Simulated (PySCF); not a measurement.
Computed with r2SCAN-D4/def2-TZVP (PySCF 2.14.0). All species are isolated molecules in the gas phase. 

Reference species (SMILES): `O=C` (neutral, multiplicity 1).

```yaml
LUMO: -2.26 eV
S1 oscillator strength: 0.000
```

Changed species: `C=[Se]`.

**Question.** Predict the effect on the LUMO and S1 oscillator strength.

**Answer.** the LUMO drops by 1.37 eV, to -3.63 eV; the S1 oscillator strength is nearly the same.
